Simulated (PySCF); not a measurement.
## Electric properties by functional and basis

Species: propylene oxide, C3H6O.
Numbering: `[CH3:1][C@@H:2]1[CH2:3][O:4]1` (hydrogens: H5, H6, H7 on C1; H8 on C2; H9, H10 on C3)

Cartesian coordinates in Å at the PBE0-D3(BJ)/def2-SVP level; atoms count from 1:
```xyz
10
C3H6O angstrom
C     -1.2275   -0.0936    0.1516
C      0.1072    0.4392   -0.2763
C      1.3550   -0.2879   -0.0370
O      0.9981    0.8268    0.7484
H     -1.1142   -0.7943    0.9915
H     -1.7246   -0.6167   -0.6799
H     -1.8855    0.7266    0.4782
H      0.0859    1.1306   -1.1324
H      1.3188   -1.2619    0.4697
H      2.2114   -0.1456   -0.7094
```

PySCF, dipoles from the SCF density, polarisabilities from static response with core orbitals frozen. Geometry: PBE0-D3(BJ)/def2-SVP; no solvent, vibrations or thermal averaging.

Reference dipole: 2.010 D (measured, gas; NIST CCCBDB Release 22 (SRD 101), experimental dipoles). Reference dipole: 2.010 D (measured, unstated (gas or solution; conformer average); Muller, Mokrushina, Arlt, J. Chem. Eng. Data 57 (2012) 1231, supporting information). Errors are taken against the first value of each kind. The anisotropy is √(½[(α1 − α2)² + (α2 − α3)² + (α3 − α1)²]).

```csv
level,μ (D),error (%),α (au),anisotropy (au)
LDA/def2-SVPD,1.889,-6.0,42.32,9.94
PBE/def2-SVPD,1.822,-9.3,41.85,9.89
B3LYP/def2-SVPD,1.965,-2.3,40.67,9.53
PBE0/def2-SVPD,1.943,-3.3,40.18,9.54
BHandHLYP/def2-SVPD,2.094,+4.2,39.18,9.27
CAM-B3LYP/def2-SVPD,2.038,+1.4,40.09,9.20
wB97X-D/def2-SVPD,1.993,-0.8,39.99,9.19
LC-wPBE/def2-SVPD,2.035,+1.3,39.06,8.86
HF/def2-SVPD,2.235,+11.2,37.81,9.01
PBE0/6-31G*,1.903,-5.3,33.42,11.32
PBE0/def2-SVP,1.913,-4.8,34.26,11.51
PBE0/def2-TZVP,1.847,-8.1,38.90,10.94
```

For the dipole, the smallest error is 0.8% (wB97X-D/def2-SVPD) and the largest 11.2% (HF/def2-SVPD). The dipole runs from 1.82 D (PBE/def2-SVPD) to 2.23 D (HF/def2-SVPD). No reference polarisability is at hand; against PBE0 in the largest diffuse basis at hand (def2-SVPD) the other PBE0 rows deviate by 6-31G* -17%, def2-SVP -15%, def2-TZVP -3%. In one basis (def2-SVPD) the functionals order the polarisability from HF (lowest) to LDA (highest), a spread of 12%. With PBE0 the polarisability is 35.53 au without diffuse functions (mean of 6-31G*, def2-SVP and def2-TZVP) and 40.18 au with them (def2-SVPD). Measured values can belong to vibrating molecules and may average over conformers; the computed ones are for one fixed geometry.
